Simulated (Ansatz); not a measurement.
# Si₂P (quartet): the correlation ladder, def2-TZVPP

One table from this session's results is given with a row withheld; the runs are named, their logs left out.

The runs use Ansatz 0.2.0, Gaussian basis; def2-TZVPP, core rule «outside noble gas», up to 15 orbitals frozen.

The runs, in order: UHF; ROHF; CCSD(T) on UHF.

## What is computed

The geometry is a PBE0/def2-TZVP stationary point (not a proven minimum).

3 atoms, charge 0, spin multiplicity 4.

Atoms are counted from 1 here; the program's logs count them from 0.

Bond lengths: P1–Si2 2.102 Å, Si2–Si3 2.227 Å. Angles: P1–Si2–Si3 180.0°.

The first run:

The input, in.yaml:

```yaml
crystal:
  periodic: [false, false, false]
  atoms:
    - {symbol: P, position_ang: [0.000000, 0.000000, -2.143900]}
    - {symbol: Si, position_ang: [0.000000, 0.000000, -0.041700]}
    - {symbol: Si, position_ang: [0.000000, 0.000000, 2.185600]}
basis:
  gaussian: {orbitals: def2-TZVPP}
magnetization: {spin_polarized: true, initial_magnetization: 3}
hamiltonian: {xc: hf}
output: {orbitals: {seedname: orbitals}}
```

On the command line:

```sh
$ ansatz run in.yaml --threads 1 --pin off --events-out ev --progress --plain --max-ram 4096MiB --backend cpu
```

Steps of the session up to this table: UHF; ROHF; CCSD(T) on UHF.

One of the session's tables, all rows but one given; the rest of the session is left out.

```
  method  from UCCSD(T) (meV)
    ROHF              +9836.9
     UHF              +9423.1
    UMP2                    ?
   UCCSD               +606.4
UCCSD(T)                    0
```

Estimate the missing values for UMP2.

**Answer.** from UCCSD(T) (meV): +1886.5. In the column «from UCCSD(T) (meV)» it lies between UCCSD (+606.4) and UHF (+9423.1).

With the free atoms at the same levels and basis (separate runs), the atomisation energy is 5.062 eV at UCCSD(T), 2.503 eV at ROHF.
